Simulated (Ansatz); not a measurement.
# A computed series for Au: pressure series

Consider Au in the fcc (Cu type) structure (space group Fm-3m, No. 225; a = 4.157 Å).

Cell and atoms are relaxed at each pressure.

Calculations: Kohn–Sham DFT with the PBE functional, run in Ansatz (an electronic-structure program) with PAW and 420 eV plane waves, no spin-orbit coupling.

| pressure (GPa) | volume per atom (Å³/atom) |
|---|---|
| -2 | 18.235 |
| -1 | 18.095 |
| 0 | 17.961 |
| 0.9 | ? |
| 4.5 | 17.432 |
| 9 | 16.995 |
| 15 | 16.509 |
| 22.5 | 16.007 |
| 30 | 15.586 |

### Question
Fit the third-order Birch–Murnaghan form P(V) = (3B₀/2)[(V₀/V)^(7/3) − (V₀/V)^(5/3)]·[1 + (3/4)(B₀′ − 4)((V₀/V)^(2/3) − 1)] (squares taken in P) to the rows shown and predict the withheld row.

### Answer
Least squares on the printed values gives V₀ = 17.960 Å³/atom, B₀ = 138 GPa, B₀′ = 6.1; this predicts 17.846 Å³/atom, and the run gives 17.846 Å³/atom, in agreement.

Measured bulk modulus of Au: 182 GPa (static lattice; corrected from measurement; as listed in Daniel Mejia-Rodriguez, S. B. Trickey, Phys. Rev. B (2018)); the computed value is 24 % below it.

Load acts through the strain it causes; cell and atoms are relaxed under it. Stability against distortions was not tested. Competing high-pressure phases were not computed.
